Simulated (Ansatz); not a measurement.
# C₂H (doublet): from Hartree-Fock to the top rungs at distance C1–H3 = 1.305 Å, 6-31G

Aim: climb from Hartree-Fock through coupled cluster and multireference methods for C₂H (doublet) at one geometry and basis, and see what each rung misses.

Program: Ansatz 0.2.0, Gaussian basis. Level of theory: 6-31G, core rule «outside noble gas», up to 2 orbitals frozen. These are calculated values, not measurements.

The runs, in order: UHF; CCSD(T) on ROHF; CCSD(T) on UHF; BCCD(T) on ROHF; CISD; CCSDT(Q) on ROHF; CCSDT(Q) on UHF; CISDTQ; CCSDTQ on ROHF; CASSCF and MRCISD+Q, 3 electrons in 3 orbitals; CASSCF and NEVPT2, 3 electrons in 3 orbitals; CASSCF and MRCISD+Q, 9 electrons in 9 orbitals; CASSCF and MRCISD+Q(relaxed), 9 electrons in 9 orbitals; CASSCF and NEVPT2, 9 electrons in 9 orbitals; Full CI.

17 further runs of the same task are left out: 1 for a known fault of the program, 14 that didn't finish, 2 set aside as unsound or not needed.

## Step 1: The system

The geometry derives from a PBE0/def2-TZVP stationary point (not a proven minimum). One bond is set to the value named and the two fragments are kept rigid.

3 atoms, charge 0, spin multiplicity 2.

Atoms are counted from 1 here; the program's logs count them from 0.

Bond lengths: C1–C2 1.200 Å, C1–H3 1.305 Å. Angles: C2–C1–H3 180.0°.

## Step 2: UHF

File in.yaml:

```yaml
crystal:
  periodic: [false, false, false]
  atoms:
    - {symbol: C, position_ang: [0.000000, 0.000000, -0.034928]}
    - {symbol: C, position_ang: [0.000000, 0.000000, -1.235144]}
    - {symbol: H, position_ang: [0.000000, 0.000000, 1.270072]}
basis:
  gaussian: {orbitals: 6-31G}
magnetization: {spin_polarized: true, initial_magnetization: 1}
hamiltonian: {xc: hf}
output: {orbitals: {seedname: orbitals}}
```

Run with:

```
$ ansatz run in.yaml --threads 1 --pin off --events-out ev --progress --plain --max-ram 2393MiB
```

After this run come: CCSD(T) on ROHF; CCSD(T) on UHF; BCCD(T) on ROHF; CISD; CCSDT(Q) on ROHF; CCSDT(Q) on UHF; CISDTQ; CCSDTQ on ROHF; CASSCF and MRCISD+Q, 3 electrons in 3 orbitals; CASSCF and NEVPT2, 3 electrons in 3 orbitals; CASSCF and MRCISD+Q, 9 electrons in 9 orbitals; CASSCF and MRCISD+Q(relaxed), 9 electrons in 9 orbitals; CASSCF and NEVPT2, 9 electrons in 9 orbitals; Full CI.

Before running them: what should the planned runs give, taken together? Wanted: FCI below the RHF energy; RMP2 from FCI; UMP2 from FCI; RCCSD from FCI; RCCSD(T) from FCI; UCCSD(T) from FCI; RCCSDT(Q) from FCI; UCCSDT(Q) from FCI; NEVPT2 pair from FCI.

As calculated:

| quantity | value |
| --- | --- |
| FCI below the RHF energy | -5.4964 eV |
| RMP2 from FCI | +776.7 meV |
| UMP2 from FCI | +1351.1 meV |
| RCCSD from FCI | +209.4 meV |
| RCCSD(T) from FCI | +38.1 meV |
| UCCSD(T) from FCI | +65.2 meV |
| RCCSDT(Q) from FCI | +0.2 meV |
| UCCSDT(Q) from FCI | +6.7 meV |
| NEVPT2 pair from FCI | +688.3 meV |
| MRCISD+Q pair from FCI | +51.6 meV |
| NEVPT2 valence from FCI | +329.2 meV |
| levels within 1 kcal/mol (43 meV) | RCCSD(T), BCCD(T), RCCSDT, UCCSDT, CISDTQ, RCCSDT(Q), UCCSDT(Q), RCCSDTQ, MRCISD valence, MRCISD+Q valence, MRCISD+Q(relaxed) valence |
| T1 diagnostic | 0.031 |
| effectively unpaired electrons | 1.16 |

In words: RCCSD(T) lands +38.1 meV from the yardstick (0.7 % of the correlation energy). CCSD(T) misses by +38.1 meV on the restricted determinant and by +65.2 meV on the unrestricted one; the two need not hold the same state or core. One determinant dominates. Of the multireference levels listed MRCISD+Q(relaxed) valence comes nearest in total energy (+2.3 meV), which doesn't show that its space is the better one. These misses are within one basis, not against nature; the frozen cores of restricted and unrestricted runs differ, which can shift their rows.
